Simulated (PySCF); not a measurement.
Level sweep

Compound: C5H8.
Z-matrix (Å and degrees, PBE0-D3(BJ)/def2-SVP geometry), rows numbered from 1:
```
C 
C   1  1.3297
C   2  1.5143  1  133.96
C   3  1.5481  2   88.19  1  -161.76
C   2  1.5141  1  133.98  3  -171.86
H   1  1.0938  2  121.25  3   175.79
H   1  1.0938  2  121.24  3    -3.90
H   3  1.1013  2  116.96  1   -41.33
H   3  1.1030  2  112.31  1    84.49
H   4  1.0994  3  112.30  2   101.74
H   4  1.0995  3  116.78  2  -131.96
H   5  1.1030  2  112.30  1   -84.49
H   5  1.1013  2  116.96  1    41.30
```

PySCF, dipoles from the SCF density, polarisabilities from static response with core orbitals frozen. Geometry: PBE0-D3(BJ)/def2-SVP, one conformer, isolated molecule.

Reference dipole: 0.514 D (measured, gas; NIST CCCBDB Release 22 (SRD 101), experimental dipoles). The anisotropy is √(½[(α1 − α2)² + (α2 − α3)² + (α3 − α1)²]).

```json
{"level": "LDA/def2-SVPD", "μ (D)": "0.620", "error (%)": "+20.6", "α (Å³)": "9.25", "anisotropy (Å³)": "3.69"}
{"level": "PBE/def2-SVPD", "μ (D)": "0.581", "error (%)": "+12.9", "α (Å³)": "9.14", "anisotropy (Å³)": "3.69"}
{"level": "B3LYP/def2-SVPD", "μ (D)": "0.572", "error (%)": "+11.3", "α (Å³)": "8.98", "anisotropy (Å³)": "3.63"}
{"level": "PBE0/def2-SVPD", "μ (D)": "0.577", "error (%)": "+12.2", "α (Å³)": "8.88", "anisotropy (Å³)": "3.61"}
{"level": "BHandHLYP/def2-SVPD", "μ (D)": "0.576", "error (%)": "+12.0", "α (Å³)": "8.75", "anisotropy (Å³)": "3.60"}
{"level": "CAM-B3LYP/def2-SVPD", "μ (D)": "0.581", "error (%)": "+13.1", "α (Å³)": "8.85", "anisotropy (Å³)": "3.56"}
{"level": "wB97X-D/def2-SVPD", "μ (D)": "0.588", "error (%)": "+14.4", "α (Å³)": "8.85", "anisotropy (Å³)": "3.55"}
{"level": "LC-wPBE/def2-SVPD", "μ (D)": "0.577", "error (%)": "+12.3", "α (Å³)": "8.60", "anisotropy (Å³)": "3.45"}
{"level": "HF/def2-SVPD", "μ (D)": "0.605", "error (%)": "+17.6", "α (Å³)": "8.61", "anisotropy (Å³)": "3.65"}
{"level": "PBE0/6-31G*", "μ (D)": "0.535", "error (%)": "+4.1", "α (Å³)": "7.45", "anisotropy (Å³)": "3.80"}
{"level": "PBE0/6-31+G*", "μ (D)": "0.614", "error (%)": "+19.5", "α (Å³)": "8.46", "anisotropy (Å³)": "3.62"}
{"level": "PBE0/def2-SVP", "μ (D)": "0.533", "error (%)": "+3.8", "α (Å³)": "7.80", "anisotropy (Å³)": "3.76"}
{"level": "PBE0/aug-cc-pVDZ", "μ (D)": "0.607", "error (%)": "+18.0", "α (Å³)": "9.15", "anisotropy (Å³)": "3.68"}
{"level": "PBE0/def2-TZVP", "μ (D)": "0.595", "error (%)": "+15.8", "α (Å³)": "8.72", "anisotropy (Å³)": "3.76"}
{"level": "PBE0/def2-TZVPD", "μ (D)": "0.596", "error (%)": "+15.9", "α (Å³)": "9.11", "anisotropy (Å³)": "3.67"}
```

For the dipole, the smallest error is 3.8% (PBE0/def2-SVP) and the largest 20.6% (LDA/def2-SVPD). The dipole runs from 0.53 D (PBE0/def2-SVP) to 0.62 D (LDA/def2-SVPD). No reference polarisability is at hand; against PBE0 in the largest diffuse basis at hand (def2-TZVPD) the other PBE0 rows deviate by 6-31G* -18%, 6-31+G* -7%, def2-SVP -14%, def2-SVPD -3%, aug-cc-pVDZ 0%, def2-TZVP -4%. In one basis (def2-SVPD) the functionals order the polarisability from LC-wPBE (lowest) to LDA (highest), a spread of 8%. With PBE0 the polarisability is 7.99 Å³ without diffuse functions (mean of 6-31G*, def2-SVP and def2-TZVP) and 8.90 Å³ with them (mean of 6-31+G*, def2-SVPD, aug-cc-pVDZ and def2-TZVPD). Measured values can belong to vibrating molecules; the computed ones are for one fixed geometry.
